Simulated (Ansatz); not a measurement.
Computed with Ansatz on PBE0-D4/def2-TZVP structures; ΔE is electronic, products minus reactants. CCSD(T)/CBS adds triple-zeta CCSD(T) − MP2 to the extrapolated MP2 energy (def2 sets, frozen cores). This one scheme is used for every species. DFT in def2-TZVPP. Triplets are unrestricted, without spin–orbit coupling. Each species was taken in one conformer, which may not be the lowest.

`CCC(C)(C)C(C)C` → `CCC(C)(C)CC` + `[CH2]` (triplet)  (formal loss of a carbene)

| level | ΔE (eV) |
| --- | --- |
| revPBE-D4 | 4.40 |
| r2SCAN-D4 | 4.22 |
| LC-ωPBE | 4.30 |
| CCSD(T)/def2-SVP | 4.32 |

(1) What does CCSD(T)/CBS give? (An estimate is asked.)

Largest T1 diagnostic among the species: 0.011.

Answers

(1) The calculation gave: +4.49 eV. The listed levels differ from it by -0.09, -0.27, -0.19, -0.17 eV.

From PBE to PBE0 (25 % exact exchange), in def2-TZVPP and without D4, ΔE moves by −0.07 eV. Leaving LDA and LC-ωPBE aside and taking each functional with its dispersion term where it has one, the values, not all of them listed here, spread over 0.39 eV, from r2SCAN0-D4 to ωB97X-V. LDA lies +0.87 eV from PBE without D4. At CCSD(T), def2-SVP lies −0.17 eV from the extrapolated value and def2-TZVPP −0.11 eV.
